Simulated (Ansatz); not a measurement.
System: fcc Ca. Method: PBE-D3(BJ) (plane waves, PAW; Ansatz, a quantum-chemistry and plane-wave program).

Settings: plane-wave cutoff 500 eV, 22×22×22 k mesh, Fermi–Dirac smearing 0.1 eV, scalar-relativistic PAW data made under PBE.

Computed at the level's own relaxed cell.

Question: What does this level give for the equilibrium volume per atom and lattice constant a?

Answer: 
* **equilibrium volume per atom**: 40.18 Å³/atom
* **lattice constant a**: 5.437 Å

Measured, for comparison: equilibrium volume per atom 42.81 Å³/atom, lattice constant a 5.553 Å (low-temperature or extrapolated to 0 K; zero-point anharmonic expansion removed; as tabulated in Csonka et al. (2009), arXiv:0903.4037). Computed (rounded) less measured: equilibrium volume per atom -6.1 %, lattice constant a -2.1 %.
